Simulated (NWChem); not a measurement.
System: SiH₂, singlet; SMILES [SiH2]

Here is an NWChem input.

```
start job
memory heap 200 mb stack 900 mb global 1100 mb
geometry units angstroms noautoz
  Si     0.000000     0.000000     0.180908
  H      1.093423     0.000000    -0.889802
  H     -1.093423     0.000000    -0.889802
end
basis spherical
  * library def2-tzvp
end
dft
  xc m06-l
  iterations 150
  mulliken
end
task dft energy
```

Low-valent species are run as closed-shell singlets; no triplet was tried in these runs. Coordinates come from a B3LYP/6-31G* (spherical d) optimisation.

Q: Give the results of this calculation. (M06-L/def2-TZVP.) Quantities: energy (Ha); highest occupied level (eV); orbital gap (eV); dipole (D).

A: 
- energy (Ha) = -290.61
- highest occupied level (eV) = -5.96
- orbital gap (eV) = 2.41
- dipole (D) = 0.11
